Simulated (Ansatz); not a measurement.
**CaO, one cell by several methods**

```
Ca O
1.0
     0.00000    2.41527    2.41527
     2.41527    0.00000    2.41527
     2.41527    2.41527    0.00000
Ca O
1 1
Direct
  0.00000 0.00000 0.00000
  0.50000 0.50000 0.50000
```

Atoms are numbered in the order listed.

The conventional cell has a = 4.831 Å, b = 4.831 Å, c = 4.831 Å, α = 90.00°, β = 90.00°, γ = 90.00°. Ca (atom 1) has 6 O at 2.42 Å as nearest neighbours. Around O (atom 2) lie 6 Ca at 2.42 Å.

The cell was built from the rocksalt type and relaxed in the same program, and has space group Fm-3m; it needn't be a known or the stable phase.

Levels of theory: DFT, PBE, PAW with Ansatz's default frozen-core files, scalar-relativistic (Ansatz 0.2.0); DFT, PBE, all-electron PAW with datasets made for the crystal, scalar-relativistic (Ansatz 0.2.0); DFT, PBE, all-electron LAPW, scalar-relativistic (Ansatz 0.2.0).

For PAW: a Γ-centred 12×12×12 k mesh, Fermi–Dirac smearing of 0.05 eV, cutoff 420 eV, no spin polarisation. The crystal-made all-electron datasets (AE datasets) take a cutoff of 300 eV at this cell. LAPW targets a basis error of 0.5 meV/atom. The Ansatz runs share mesh, smearing and spin set-up. Plane-wave (PAW) pressures include the program's estimate of the Pulay term.

Stress and pressure are positive in compression.

Levels count from the top of the valence band.

```tsv
quantity	PAW	AE datasets	LAPW
pressure (GPa)	0.02	0.02	0.02
band gap (eV)	3.658	3.655	3.655
highest filled level at L (eV)	-1.163	-1.162	-1.162
lowest empty level at L (eV)	6.986	6.987	6.987
highest filled level at Γ (eV)	0.000	0.000	0.000
lowest empty level at Γ (eV)	4.609	4.609	4.609
```

PAW's pressure differs from the LAPW value by about 0.01 GPa or less.
